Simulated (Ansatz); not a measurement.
Geometry optimisation, RKS PBE-D4/6-31G* in Ansatz.

input.yaml

```yaml
crystal:
  periodic: [false, false, false]
  atoms:
    - { symbol: Al, position_ang: [0.136316, 0.393965, -0.153342] }
    - { symbol: H, position_ang: [-0.378895, 0.089707, 1.30683] }
    - { symbol: H, position_ang: [1.598022, 1.008346, -0.366581] }
    - { symbol: H, position_ang: [-0.888292, 0.198262, -1.373792] }
    - { symbol: O, position_ang: [0.392684, -2.400779, 0.791373] }
    - { symbol: C, position_ang: [-0.671758, -3.234823, 0.310985] }
    - { symbol: H, position_ang: [-0.214432, -3.947954, -0.392397] }
    - { symbol: H, position_ang: [-1.144671, -3.803801, 1.134297] }
    - { symbol: H, position_ang: [-1.452584, -2.664029, -0.226845] }
    - { symbol: H, position_ang: [-0.01069, -1.736994, 1.413972] }
basis:
  gaussian: { orbitals: "6-31G*" }
hamiltonian:
  xc: pbe
  dispersion: d4
relax:
  f_tol: 0.03
  max_steps: 50
```

Command:

```bash
$ ansatz run input.yaml --threads 1 --pin off --max-ram 2048MiB --backend cpu --events-out ev --progress --plain --runs-dir out
```

Q: Where does it end, and by what steps?

A: It converged. After 19 steps the energy has fallen by 0.755 eV; H3 moved furthest, 1.42 Å. Joined: Al1–O5 (2.96 → 2.03 Å).

```csv
step,energy less start (eV),largest force component (eV/Å),accepted
0,0.0000,0.768,yes
1,-0.2215,0.786,yes
2,-0.4227,1.340,yes
3,-0.5701,0.737,yes
4,-0.6384,0.211,yes
5,-0.6800,0.257,yes
6,-0.7011,0.280,yes
7,-0.7140,0.150,yes
8,-0.7304,0.150,yes
9,-0.7415,0.050,yes
10,-0.7405,0.315,no
11,-0.7452,0.065,yes
12,-0.7483,0.061,yes
13,-0.7473,0.203,no
14,-0.7504,0.055,yes
15,-0.7516,0.067,yes
16,-0.7525,0.105,yes
17,-0.7533,0.084,yes
18,-0.7543,0.033,yes
19,-0.7546,0.018,yes
```

```xyz
10
Properties=species:S:1:pos:R:3
Al 0.082 -0.071 0.023
H 0.054 0.845 1.354
H 1.471 -0.349 -0.745
H -1.268 -0.105 -0.876
O -0.144 -1.845 0.987
C -0.459 -3.000 0.163
H 0.362 -3.075 -0.564
H -0.485 -3.903 0.794
H -1.414 -2.855 -0.368
H -0.834 -1.739 1.676
```

Run time: 36 s on 1 thread of AMD EPYC 7R43 64-Core Processor (Zen 3), with other jobs on the host, peak memory 0.15 GiB.
